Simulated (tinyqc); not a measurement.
The basis set: RHF and MP2 along a ladder of basis sets, for HF, spin multiplicity 1. Computed by the program tinyqc with PySCF. Same geometry throughout; the dipole is taken about the origin.

Geometry (angstrom):
```
atom       x       y       z
F     0.0000  0.0000  0.0000
H     0.0000  0.0000  0.8460
```

RHF and frozen-core MP2 in a ladder of bases:
```
basis        functions  E(RHF) (hartree)  E(MP2 corr) (hartree)  HOMO (eV)  LUMO (eV)  dipole (debye)
sto-3g               6        -98.553459              -0.014411   -12.7170    19.2233          1.3592
3-21g               11        -99.449151              -0.117601   -16.4605     7.9847          2.0813
6-31g               11        -99.975971              -0.123814   -17.3492     6.2264          2.1955
6-31g**             19       -100.005877              -0.178609   -17.2614     6.5205          1.8525
cc-pvdz             19       -100.015193              -0.198503   -17.3181     5.3788          1.8077
aug-cc-pvdz         32       -100.029468              -0.218127   -17.9126     1.0243          1.7959
cc-pvtz             44       -100.054478              -0.268306   -17.7123     4.1713          1.8065
```

What does the comparison show, and why?

From cc-pVDZ to cc-pVTZ the RHF energy falls by 39.3 mhartree and the correlation energy by 69.8. If valence correlation converges as X^-3, (27 E(T) - 8 E(D))/19 gives -0.2977 hartree, a rough estimate from such small X that usually falls short; STO-3G holds about 5 % of it. Beyond STO-3G the LUMO moves by 7.0 eV and the HOMO by 1.5 eV; diffuse functions lower the positive LUMO sharply, since an unbound virtual level tracks the most diffuse function.
